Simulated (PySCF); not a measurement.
Species: 1,3-dithiolane-2-thione, C₃H₄S₃.
Atom-mapped SMILES: `[S:1]=[C:2]1[S:3][CH2:4][CH2:5][S:6]1` (hydrogens: H7, H8 on C4; H9, H10 on C5)

The same species was optimised twice, with GFN2-xTB and with PBE0-D3(BJ)/def2-SVP (PySCF), and the same property calculations (PySCF, gas phase) were run on both structures.

```csv
coordinate,GFN2-xTB,PBE0-D3(BJ)/def2-SVP,change
C5–S6 (Å),1.829,1.817,-0.012
S3–C4 (Å),1.829,1.817,-0.012
C4–C5 (Å),1.510,1.515,+0.005
C2–S3 (Å),1.752,1.756,+0.004
C2–S6 (Å),1.752,1.756,+0.004
S1=C2 (Å),1.624,1.628,+0.004
S3–C2–S6 (°),114.2,113.6,-0.6
S1–C2–S6 (°),122.9,123.2,+0.3
S1–C2–S3 (°),122.9,123.2,+0.3
C2–S3–C4 (°),96.4,96.6,+0.2
C2–S6–C5 (°),96.4,96.6,+0.2
S3–C4–C5 (°),107.7,107.5,-0.2
C4–C5–S6 (°),107.6,107.6,0.0
```

Rotational constants: A = 3152, B = 1726, C = 1149 MHz (GFN2-xTB) against A = 3155, B = 1718, C = 1146 MHz (PBE0-D3(BJ)/def2-SVP). Point groups within 0.08 Å: C2 and C2. Atoms that the bonding makes alike are paired by their places after alignment.

On the GFN2-xTB structure: lowest singlet, TDDFT (eV) 2.83 [CAM-B3LYP/def2-SVPD]; lowest triplet, Tamm–Dancoff (eV) 2.46 [CAM-B3LYP/def2-SVPD]; isotropic polarisability (au) 97.8 [CAM-B3LYP/def2-SVPD]; HOMO (eV) -7.82 [CAM-B3LYP/def2-SVPD]; LUMO (eV) -0.98 [CAM-B3LYP/def2-SVPD]; dipole (D) 5.15 [CAM-B3LYP/def2-SVPD]; HOMO (eV) -6.51 [PBE0/pcSseg-1]; LUMO (eV) -1.93 [PBE0/pcSseg-1]; dipole (D) 5.07 [PBE0/pcSseg-1]; GIAO shielding of S1 (ppm) -127.4 [PBE0/pcSseg-1]; GIAO shielding of C2 (ppm) -50.4 [PBE0/pcSseg-1]; GIAO shielding of S3/S6 (mean) (ppm) 230.2 [PBE0/pcSseg-1]; GIAO shielding of C4/C5 (mean) (ppm) 138.4 [PBE0/pcSseg-1].

Q: What do these properties become on the PBE0-D3(BJ)/def2-SVP structure?

A: 
| property | level | on GFN2-xTB | on PBE0-D3(BJ)/def2-SVP | change |
| --- | --- | --- | --- | --- |
| lowest singlet, TDDFT (eV) | CAM-B3LYP/def2-SVPD | 2.83 | 2.82 | -0.01 |
| lowest triplet, Tamm–Dancoff (eV) | CAM-B3LYP/def2-SVPD | 2.46 | 2.45 | -0.01 |
| isotropic polarisability (au) | CAM-B3LYP/def2-SVPD | 97.8 | 98.3 | +0.5 |
| HOMO (eV) | CAM-B3LYP/def2-SVPD | -7.82 | -7.83 | -0.01 |
| LUMO (eV) | CAM-B3LYP/def2-SVPD | -0.98 | -1.01 | -0.03 |
| dipole (D) | CAM-B3LYP/def2-SVPD | 5.15 | 5.12 | -0.03 |
| energy, GFN2-xTB geometry as zero (kcal/mol) | CAM-B3LYP/def2-SVPD | 0.0 | -0.2 | -0.2 |
| HOMO (eV) | PBE0/pcSseg-1 | -6.51 | -6.53 | -0.02 |
| LUMO (eV) | PBE0/pcSseg-1 | -1.93 | -1.96 | -0.03 |
| dipole (D) | PBE0/pcSseg-1 | 5.07 | 5.04 | -0.03 |
| energy, GFN2-xTB geometry as zero (kcal/mol) | PBE0/pcSseg-1 | 0.0 | -0.2 | -0.2 |
| GIAO shielding of S1 (ppm) | PBE0/pcSseg-1 | -127.4 | -137.4 | -10.0 |
| GIAO shielding of C2 (ppm) | PBE0/pcSseg-1 | -50.4 | -51.7 | -1.3 |
| GIAO shielding of S3/S6 (mean) (ppm) | PBE0/pcSseg-1 | 230.2 | 232.0 | +1.8 |
| GIAO shielding of C4/C5 (mean) (ppm) | PBE0/pcSseg-1 | 138.4 | 137.9 | -0.5 |

The heavy atoms differ by 0.006 Å rms after alignment (one structure mirrored). Among bonds between heavy atoms S3–C4 and C5–S6 change most and about equally (-0.012 Å). Changes are differences of the printed values. Neither structure is proved a minimum here.
